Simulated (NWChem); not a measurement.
**BSiH2Cl (SMILES B[Si]Cl) at ULC-PBE/MINI**

Aim: the solvation energy at fixed shape (SMD, chloroform) of BSiH2Cl at ULC-PBE/MINI, from 2 runs. 

The calculation is run with NWChem 7.3.0.

1 further run of the same task is left out (set aside as unsound or not needed).

## 1. The system as given

BSiH2Cl has 5 atoms, charge 0, and is taken as a triplet. As SMILES, `B[Si]Cl`. The coordinates come from a GFN2-xTB relaxation.

Bond lengths: B1–Si2 1.886 Å, Si2–Cl3 2.073 Å, B1–H4 1.174 Å, B1–H5 1.171 Å. Angles: B1–Si2–Cl3 123.8°, Si2–B1–H4 119.9°, Si2–B1–H5 120.3°, H4–B1–H5 119.8°.

## 2. Energy and one-electron properties at ULC-PBE/MINI

job.nw reads:

```
start job
memory stack 880 mb heap 220 mb global 1100 mb
charge 0

geometry units angstroms noautosym nocenter
zmatrix
  B
  Si 1 1.885549
  Cl 2 2.072561 1 123.77798
  H 1 1.173644 2 119.91921 3 -0.09564
  H 1 1.170501 4 119.76956 2 -179.96515
end
end

basis spherical bse
* library MINI
end

dft
xc xcampbe96 1.0 cpbe96 1.0 hfexch 1.0
cam 0.30 cam_alpha 0.0 cam_beta 1.0
mult 3
grid fine
convergence energy 1e-05
direct
maxiter 150
mulliken
noprint "final vectors analysis"
end

property
octupole
esp
efield
efieldgrad
moldenfile
molden_norm janpa
end

task dft property
```

Started as:

```sh
nwchem job.nw > job.out
```

The program printed (excerpt; [...] marks lines left out):

```text
[...]
          Wavefunction type:  spin polarized.
          No. of atoms     :     5
          No. of electrons :    38
[...]
          Charge           :     0
          Spin multiplicity:     3
[...]
          AO basis - number of functions:    25
[...]
              XC Information
              --------------
                     Hartree-Fock (Exact) Exchange  1.000
                     CAM-PBE96 Exchange Functional  1.000
            Perdew 1991 LDA Correlation Functional  1.000 local
           PerdewBurkeErnz. Correlation Functional  1.000 non-local
[...]
 d= 0,ls=0.0,diis     1   -770.7360434621 -8.79D+02  1.72D-02  4.02D-02     0.9
[...]
 d= 0,ls=0.0,diis    11   -770.7744592719 -7.60D-09  1.68D-06  4.29D-11     5.4
[...]
         Total DFT energy =     -770.774459271940
      One electron energy =    -1277.413076761516
           Coulomb energy =      451.347036594117
    Exchange-Corr. energy =      -52.736762779134
 Nuclear repulsion energy =      108.028343674592
[...]
      Total Density - Mulliken Population Analysis
     ---------------------------------------------
    Atom       Charge   Shell Charges
 -----------   ------   -------------------------------------------------------
    1 B    5     5.57   1.99  1.11  2.47
    2 Si  14    13.43   2.00  2.00  1.44  5.95  2.05
    3 Cl  17    17.21   2.00  2.00  1.97  5.98  5.26
    4 H    1     0.90   0.90
    5 H    1     0.90   0.90
[...]
      <S2> =      2.0020 (Exact =     2.0000)
[...]
```

Run time: 6 s. Hardware: 1 thread of Intel Xeon Platinum 8375C at 2.90GHz (Ice Lake), shared host; peak memory 0.2 GiB.

Atomic charges (e):

| atom | Mulliken | Löwdin |
| --- | --- | --- |
| B1 | -0.570 | -0.510 |
| Si2 | +0.570 | +0.470 |
| Cl3 | -0.210 | -0.090 |
| H4 | +0.100 | +0.070 |
| H5 | +0.100 | +0.060 |

## 3. The charge distribution at ULC-PBE/MINI (SMD chloroform)

bclh2si.nw reads:

```
start bclh2si
title "BClH2Si"
memory stack 880 mb heap 220 mb global 1100 mb
charge 0

geometry noautosym nocenter
zmatrix
  B
  Si 1 r2
  Cl 2 r3 1 a3
  H 1 r4 2 a4 3 d4
  H 1 r5 4 a5 2 d5
variables
  r2 1.885549
  r3 2.072561
  a3 123.77798
  r4 1.173644
  a4 119.91921
  d4 -0.09564
  r5 1.170501
  a5 119.76956
  d5 -179.96515
end
end

basis "ao basis" spherical bse
* library MINI
end

cosmo
do_cosmo_smd true
solvent chcl3
end

dft
xc xcampbe96 1.0 cpbe96 1.0 hfexch 1.0
cam 0.30 cam_alpha 0.0 cam_beta 1.0
mult 3
grid fine
convergence energy 1e-05
direct
iterations 150
mulliken
end

property
octupole
esp
efield
efieldgrad
moldenfile
molden_norm janpa
end

task dft property
```

Started as:

```sh
nwchem bclh2si.nw > bclh2si.out
```

The program printed:

```text
Northwest Computational Chemistry Package (NWChem) 7.3.0
             --------------------------------------------------------

           Job information
           ---------------

    nwchem branch   = 7.3.0
    use scalapack   = T
    input           = bclh2si.nw
    prefix          = bclh2si.
    data base       = ./bclh2si.db
    status          = startup
    nproc           =        1

           Memory information
           ------------------

    heap     =     28835836 doubles =      220.0 Mbytes
    stack    =    115343361 doubles =      880.0 Mbytes
    global   =    144179200 doubles =     1100.0 Mbytes (distinct from heap & stack)
    total    =    288358397 doubles =     2200.0 Mbytes
    verify   = yes
    hardfail = no

           Directory information
           ---------------------

  0 permanent = .
  0 scratch   = .

                                NWChem Input Module
                                -------------------

                                      BClH2Si
                                      -------

 Scaling coordinates for geometry "geometry" by  1.889725989
 (inverse scale =  0.529177249)

                             Geometry "geometry" -> ""
                             -------------------------

 Output coordinates in angstroms (scale by  1.889725989 to convert to a.u.)

  No.       Tag          Charge          X              Y              Z
 ---- ---------------- ---------- -------------- -------------- --------------
    1 B                    5.0000     0.00000000     0.00000000     0.00000000
    2 Si                  14.0000     0.00000000     0.00000000     1.88554900
    3 Cl                  17.0000     1.72270898     0.00000000     3.03784361
    4 H                    1.0000     1.01723054     0.00169800    -0.58538823
    5 H                    1.0000    -1.01048705    -0.00230474    -0.59074799

      Atomic Mass
      -----------

      B                 11.009310
      Si                27.976930
      Cl                34.968850
      H                  1.007825

 Effective nuclear repulsion energy (a.u.)     108.0283436746

            Nuclear Dipole moment (a.u.)
            ----------------------------
        X                 Y               Z
 ---------------- ---------------- ----------------
    55.3553582005    -0.0011465749   145.2535823453

                                Z-matrix (user)
                                --------

 Units are Angstrom for bonds and degrees for angles

      Type          Name      I     J     K     L     M      Value
      ----------- --------  ----- ----- ----- ----- ----- ----------
    1 Stretch      r2          2     1                       1.88555
    2 Stretch      r3          3     2                       2.07256
    3 Bend         a3          3     2     1               123.77798
    4 Stretch      r4          4     1                       1.17364
    5 Bend         a4          4     1     2               119.91921
    6 Torsion      d4          4     1     2     3          -0.09564
    7 Stretch      r5          5     1                       1.17050
    8 Bend         a5          5     1     4               119.76956
    9 Torsion      d5          5     1     4     2        -179.96515

            XYZ format geometry
            -------------------
     5
 geometry
 B                     0.00000000     0.00000000     0.00000000
 Si                    0.00000000     0.00000000     1.88554900
 Cl                    1.72270898     0.00000000     3.03784361
 H                     1.01723054     0.00169800    -0.58538823
 H                    -1.01048705    -0.00230474    -0.59074799

 ==============================================================================
                                internuclear distances
 ------------------------------------------------------------------------------
       center one      |      center two      | atomic units |  angstroms
 ------------------------------------------------------------------------------
    2 Si               |   1 B                |     3.56317  |     1.88555
    3 Cl               |   2 Si               |     3.91657  |     2.07256
    4 H                |   1 B                |     2.21787  |     1.17364
    5 H                |   1 B                |     2.21193  |     1.17050
 ------------------------------------------------------------------------------
                         number of included internuclear distances:          4
 ==============================================================================

 ==============================================================================
                                 internuclear angles
 ------------------------------------------------------------------------------
        center 1       |       center 2       |       center 3       |  degrees
 ------------------------------------------------------------------------------
    2 Si               |   1 B                |   4 H                |   119.92
    2 Si               |   1 B                |   5 H                |   120.31
    4 H                |   1 B                |   5 H                |   119.77
    1 B                |   2 Si               |   3 Cl               |   123.78
 ------------------------------------------------------------------------------
                            number of included internuclear angles:          4
 ==============================================================================

[... 13 lines left out ...]
  convergence criterion.
[... 98 lines left out ...]
  convergence criterion.
[... 16 lines left out ...]
          Convergence on energy requested:  1.00D-07
          Convergence on density requested:  1.00D-05
          Convergence on gradient requested:  5.00D-04
[... 28 lines left out ...]
          Spatial weights used:  Erf1
[... 1 line left out ...]
          Convergence Information
[... 1 line left out ...]
          Convergence aids based upon iterative change in
          total energy or number of iterations.
[... 67 lines left out ...]
   convergence    iter        energy       DeltaE   RMS-Dens  Diis-err    time
[... 18 lines left out ...]
   convergence    iter        energy       DeltaE   RMS-Dens  Diis-err    time
[... 8 lines left out ...]
         Total DFT energy =     -770.778318802753
      One electron energy =    -1277.270604739121
           Coulomb energy =      451.301584577013
    Exchange-Corr. energy =      -52.740790485452
 Nuclear repulsion energy =      108.028343674592
[... 1 line left out ...]
             COSMO energy =       -0.096851829785
[... 10 lines left out ...]
                               delta internal energy  =         0.000282926918 (    0.18 kcal/mol)
[... 6 lines left out ...]
                    DFT Final Alpha Molecular Orbital Analysis
[... 177 lines left out ...]
                     DFT Final Beta Molecular Orbital Analysis
[... 315 lines left out ...]
 1 a.u. = 0.711688 10**(-34) esu*cm**3
  int_init: cando_txs set to always be  F

          ---------------------------------------------
          Electrostatic potential/diamagnetic shielding
          ---------------------------------------------

 1 a.u. = 9.07618 esu/cm ( or statvolts )
   Point      X         Y         Z     Total Potential(a.u.)   Diamagnetic shielding(a.u.)
    1 B    0.00000   0.00000   0.00000     -11.166836            18.576970
    2 Si   0.00000   0.00000   3.56317     -48.757905            54.889053
    3 Cl   3.25545   0.00000   5.74069     -64.057509            68.649459
    4 H    1.92229   0.00321  -1.10622      -0.894114             8.625963
    5 H   -1.90954  -0.00436  -1.11635      -0.894035             8.171692
  int_init: cando_txs set to always be  F
 scftyp:UHF
 theory:dft

          --------------
          Electric field
          --------------

 1 a.u. = 0.171524 10**(-8) dyn/esu

   Atom       X         Y         Z                        Electric field (a.u.)
                                              X              Y              Z           Field
  ------------------------------------------------------------------------------------------------
    1 B    0.00000   0.00000   0.00000       0.000078      -0.000005      -0.017419       0.017420
    2 Si   0.00000   0.00000   3.56317      -0.050668      -0.000038      -0.017328       0.053549
    3 Cl   3.25545   0.00000   5.74069       0.092310      -0.000015       0.065136       0.112977
    4 H    1.92229   0.00321  -1.10622       0.130210       0.000213      -0.075953       0.150744
    5 H   -1.90954  -0.00436  -1.11635      -0.131692      -0.000276      -0.076719       0.152409
  int_init: cando_txs set to always be  F

          -----------------------
          Electric field gradient
          -----------------------

 1 a.u. = 0.324123 10**(16) esu/cm**3  ( or statvolts/cm**2 ) = 0.97174 10**(22) v/m**2

 ------------------------------------------------------------
   Atom      X         Y         Z
 ------------------------------------------------------------
    1 B    0.00000   0.00000   0.00000
 ------------------------------------------------------------

 Electric field gradient in molecular frame (a.u.)
         XX             YY             ZZ             XY             XZ             YZ
 ------------------------------------------------------------------------------------------
        0.132316      -0.147315       0.014999       0.000496       0.006489       0.000063

 Principal components (a.u.) and orientation
 of principal axis w.r.t. absolute frame                      Asymmetry parameter eta
 --------------------------------------------------------------------------------------
       -0.147316       0.132675       0.014641                       0.801227

       -0.001766       0.998482      -0.055059
        0.999998       0.001781       0.000218
       -0.000316       0.055059       0.998483

 ------------------------------------------------------------
   Atom      X         Y         Z
 ------------------------------------------------------------
    2 Si   0.00000   0.00000   3.56317
 ------------------------------------------------------------

 Electric field gradient in molecular frame (a.u.)
         XX             YY             ZZ             XY             XZ             YZ
 ------------------------------------------------------------------------------------------
       -0.215304       0.017823       0.197480      -0.000169      -0.343297      -0.000417

 Principal components (a.u.) and orientation
 of principal axis w.r.t. absolute frame                      Asymmetry parameter eta
 --------------------------------------------------------------------------------------
       -0.409474       0.391651       0.017823                       0.912945

        0.870418      -0.492313      -0.001086
        0.000825      -0.000747       0.999999
        0.492313       0.870418       0.000244

 ------------------------------------------------------------
   Atom      X         Y         Z
 ------------------------------------------------------------
    3 Cl   3.25545   0.00000   5.74069
 ------------------------------------------------------------

 Electric field gradient in molecular frame (a.u.)
         XX             YY             ZZ             XY             XZ             YZ
 ------------------------------------------------------------------------------------------
       -1.645329       1.259977       0.385352       0.000857      -1.916933       0.000294

 Principal components (a.u.) and orientation
 of principal axis w.r.t. absolute frame                      Asymmetry parameter eta
 --------------------------------------------------------------------------------------
       -2.799216       1.539239       1.259977                       0.099764

        0.856757      -0.515720      -0.000164
       -0.000218      -0.000680       1.000000
        0.515720       0.856757       0.000695

 ------------------------------------------------------------
   Atom      X         Y         Z
 ------------------------------------------------------------
    4 H    1.92229   0.00321  -1.10622
 ------------------------------------------------------------

 Electric field gradient in molecular frame (a.u.)
         XX             YY             ZZ             XY             XZ             YZ
 ------------------------------------------------------------------------------------------
       -0.203253       0.156583       0.046671      -0.000593       0.212394       0.000359

 Principal components (a.u.) and orientation
 of principal axis w.r.t. absolute frame                      Asymmetry parameter eta
 --------------------------------------------------------------------------------------
       -0.324720       0.168136       0.156584                       0.035577

        0.868070       0.496438      -0.001980
        0.001441       0.001470       0.999998
       -0.496440       0.868071      -0.000561

 ------------------------------------------------------------
   Atom      X         Y         Z
 ------------------------------------------------------------
    5 H   -1.90954  -0.00436  -1.11635
 ------------------------------------------------------------

 Electric field gradient in molecular frame (a.u.)
         XX             YY             ZZ             XY             XZ             YZ
 ------------------------------------------------------------------------------------------
       -0.203122       0.158856       0.044267      -0.000810      -0.216867      -0.000479

 Principal components (a.u.) and orientation
 of principal axis w.r.t. absolute frame                      Asymmetry parameter eta
 --------------------------------------------------------------------------------------
       -0.329093       0.170235       0.158858                       0.034573

        0.864708      -0.502271      -0.001996
        0.001929      -0.000652       0.999998
        0.502271       0.864710      -0.000405

  int_init: cando_txs set to always be  F
 MOLDEN output will be written to the file ./bclh2si.molden
  do_norm_janpa  T
  do_norm_nwchem  F
  molden scftype: UHF                  spinref:                     2

 Task  times  cpu:        8.1s     wall:        8.1s
 Total times  cpu:        8.2s     wall:        8.2s
```

It took 9 s on 1 thread of Intel Xeon Platinum 8375C at 2.90GHz (Ice Lake), shared host; peak memory 0.2 GiB.

Atomic charges (e):

| atom | Mulliken | Löwdin |
| --- | --- | --- |
| B1 | -0.580 | -0.530 |
| Si2 | +0.620 | +0.510 |
| Cl3 | -0.220 | -0.100 |
| H4 | +0.100 | +0.060 |
| H5 | +0.090 | +0.060 |

## 4. Outcome

Level: ULC-PBE/MINI.

| quantity | value |
| --- | --- |
| gas phase: total energy | -770.77446 Eh |
| gas phase: dipole moment | 1.65 D |
| gas phase: ⟨S²⟩ | 2.002 |
| SMD, chloroform: total energy | -770.77832 Eh |
| SMD, chloroform: dipole moment | 1.96 D |
| SMD, chloroform: HOMO energy (highest over α and β) | -10.24 eV |
| SMD, chloroform: LUMO energy (lowest over α and β) | -3.34 eV |
| SMD, chloroform: solvent term in the energy | -10.1 kJ/mol |
| SMD, chloroform: ⟨S²⟩ | 2.002 |
| energy change from gas to solvent at fixed shape | -0.105 eV |

**Reading.** The solvent model (SMD, chloroform) lowers the energy by 0.11 eV (−2.4 kcal/mol) at the same shape. Mulliken charges (gas phase) run from -0.57 on B1 to +0.57 on Si2. Mulliken charges (SMD, chloroform) run from -0.58 on B1 to +0.62 on Si2.
